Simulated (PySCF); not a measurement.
Structure problem from calculated spectra and properties.

Formula: C4H5NO.

| Property | Result |
| --- | --- |
| UV, strongest line | among the 10 lowest singlet transitions: S3 at 6.18 eV (201 nm, f = 0.108) [TDDFT CAM-B3LYP/def2-SVPD] |
| NMR, other nuclei | isotropic shieldings of nuclei other than C and H, by class: 158 (1 N), -87 (1 O) ppm [GIAO HF/pcSseg-2] |
| 13C NMR | chemical shifts (computed TMS as zero) by class: 164.5 (1 C), 82.3 (1 C), 77.7 (1 C), 27.2 (1 C) ppm [GIAO HF/pcSseg-2] |
| 1H NMR | chemical shifts (computed TMS as zero) by class: 4.98 (1 H), 2.91 (1 H), 2.68 (3 H) ppm [GIAO HF/pcSseg-2] |
| UV, first state | lowest singlet excitation: 5.06 eV (245 nm, f = 0.000) [TDDFT CAM-B3LYP/def2-SVPD] |
| Rotational structure | rotational constants A, B, C: 9.123, 2.342, 1.886 GHz [PBE0-D3(BJ)/def2-SVP] |
| Dipole | 4.04 D [CAM-B3LYP/def2-SVPD] |

The electronic properties come from PySCF, for the isolated species, density fitting. Levels stand in brackets. The structure is a single PBE0-D3(BJ)/def2-SVP conformer in the gas phase; no vibrational or solvent corrections. NMR values are class means; diastereotopic atoms form classes of their own.

Problem. What is the compound? Reason from the data.

Solution. Numbering: `[CH:1]#[C:2][C:3](=[O:4])[NH:5][CH3:6]`. Its formula, C4H5NO, gives 3 degrees of unsaturation: 0 rings and 3 π bonds in the structure found. 4 carbons fall into 4 classes; from least to most shielded: amide carbonyl carbon [C3] (164.5 ppm), terminal alkyne carbon [C1] (82.3 ppm), alkyne carbon [C2] (77.7 ppm), N-methyl carbon [C6] (27.2 ppm). Hydrogen classes from least to most shielded: 1 H on an amide nitrogen, N5 (4.98 ppm), 1 H on a terminal alkyne carbon, C1 (2.91 ppm), 3 H on an N-methyl carbon, C6 (2.68 ppm, a mean of values up to 0.8 ppm apart in this geometry). The other shieldings belong to: 158 ppm, amide nitrogen [N5]; -87 ppm, amide oxygen [O4]. By its constants the optimised geometry is an asymmetric top. Structure: `N(C)C(C#C)=O`. Computed isomers that give other values at the same levels: `Cc1cocn1` (lowest singlet excitation: 6.21 eV (200 nm, f = 0.124)); `Cc1cnoc1` (lowest singlet excitation: 6.39 eV (194 nm, f = 0.096)); `C[C@H](C#N)C=O` (lowest singlet excitation: 4.28 eV (290 nm, f = 0.000)). The assignments are read from this structure; whether some other isomer fits the data as well wasn't checked.

Conformer computed: `[CH:1]#[C:2][C:3](=[O:4])[NH:5][CH3:6]`: C2–C3–N5–C6 180°.
